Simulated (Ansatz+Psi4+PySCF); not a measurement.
A single Be atom.

Basis set: cc-pCVTZ (spherical functions). All electrons are correlated. Charge 0, multiplicity 1.

Computed with Ansatz (development build ahead of 0.2.0); each method stands on the lowest determinant of its kind that the runs found. Restricted open shells among the atoms or ions are ROHF, correlated in semicanonical orbitals with singles.

Task: Give the vertical ionization energy (product with multiplicity 2 at the same shape, open shells in the same class of orbitals) of singlet Be by RHF-MP2, RHF.

Result:

```json
{"method": "RHF-MP2", "ionization energy": "8.85 eV"}
{"method": "RHF", "ionization energy": "8.04 eV"}
```
